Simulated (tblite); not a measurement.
# How well do the runs reproduce experiment for tetrafluoroethene?

**The experiment to reproduce.**

CRC Handbook of Chemistry and Physics lists, for the gas at 298.15 K: standard entropy 300.1 J/(mol K).

The runs below try to reproduce these values; the comparison stands at the end.

Species: tetrafluoroethene, C2F4.
Numbering: `[F:1][C:2]([F:3])=[C:4]([F:5])[F:6]`

Geometry (GFN2-xTB, Å), atoms numbered from 1 in this order:
```xyz
6
C2F4 angstrom
F     -1.6074   -0.5967    0.4658
C     -0.6296   -0.0248   -0.2126
F     -1.0490    0.4908   -1.3533
C      0.6309    0.0257    0.2051
F      1.0495   -0.4906    1.3462
F      1.6088    0.5976   -0.4728
```

GFN2-xTB wavenumbers (cm⁻¹, harmonic, unscaled, at the method's own geometry): 169, 186, 352, 396, 414, 481, 506, 769, 1125, 1224, 1250, 1821. Point group D2h, symmetry number 4. Entropy at 298.15 K and 1 bar in J/(mol K): translation 166.3, rotation 99.8, vibration 39.6.

## Comparison

**Standard entropy at 298.15 K.** Measured: 300.1 J/(mol K) (298.15 K; CRC Handbook of Chemistry and Physics).

```json
{"level": "GFN2-xTB, rigid rotor and harmonic oscillator", "computed (J/(mol K))": "305.7", "computed − measured (J/(mol K))": "+5.6", "% (from the printed values)": "+2"}
```

Ideal gas at 1 bar, most abundant isotopes; table values of this kind come from calorimetry or from spectroscopic constants.

The geometry is computed, not the measured one. Where a level misses, the cause wasn't examined.
